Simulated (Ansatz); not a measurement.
This script makes a ladder of basis sets of BClH2, SMILES BCl with the Ansatz DFT code, driven from Python.

`run_basis.py`:
```python
'''How the energy of BClH2 converges with the basis.'''

import argparse

import ansatz as az

parser = argparse.ArgumentParser(description='How the energy of BClH2 converges with the basis.')
parser.add_argument('--xc', required=True, help='exchange-correlation functional')
args = parser.parse_args()

GEOMETRY = '''
B    -0.10400   -0.00780   -0.05950
Cl    1.44170   -0.39170    0.74140
H    -1.17140   -0.53980    0.21120
H    -0.11080    0.87900   -0.91340
'''

bclh2 = az.Crystal.molecule()
for line in GEOMETRY.strip().splitlines():
    symbol, *xyz = line.split()
    bclh2 = bclh2.atom(symbol, [float(v) for v in xyz])

calculation = bclh2.calculation().functional(args.xc)

energies = {}
for basis in ['cc-pVDZ', 'cc-pVTZ']:
    report = calculation.basis(gaussian=basis).run(threads=1, backend='cpu').report
    size = report['n_frozen'] + report['n_occupied'][0] + report['n_virtual'][0]
    energies[basis] = (report['reference_energy_ev'] / 27.211386246, report['free_energy_ev'] / 27.211386246)
    print(f'{basis:14s} {size:4d} orbitals  reference {energies[basis][0]:14.6f} Ha  total {energies[basis][1]:14.6f} Ha')

last = energies['cc-pVTZ'][1]
for basis, (_, total) in energies.items():
    print(f'{basis:14s} lies {27.211386 * (total - last):9.4f} eV above cc-pVTZ')
```

How far does the total energy move along this ladder of basis sets?

Against cc-pVDZ: cc-pVTZ -27.2 mHa. The last step alone is -27.16 mHa. From the first set to the last the time grows from 0.6 to 1.2 s.

What the script printed:

Output of `python run_basis.py --xc b3lyp`:
```text
cc-pVDZ          42 orbitals  reference    -486.286791 Ha  total    -486.286791 Ha
cc-pVTZ          92 orbitals  reference    -486.313954 Ha  total    -486.313954 Ha
cc-pVDZ        lies    0.7391 eV above cc-pVTZ
cc-pVTZ        lies    0.0000 eV above cc-pVTZ
```

Reading the output:
- The drop along the ladder measures the basis error, and is no property of the molecule.
- The geometry is a force-field or estimated start, not a minimum of this method, and the last set is no limit. Much of the fall in a total is atomic energy, which cancels in bond and reaction energies.
- For Al to Cl the sets with a tight d function, cc-pV(X+d)Z, are usual.
- Hardware and time: 2.2 s on 1 thread of Arm Neoverse V1, on a shared host, peak memory 0.18 GiB.
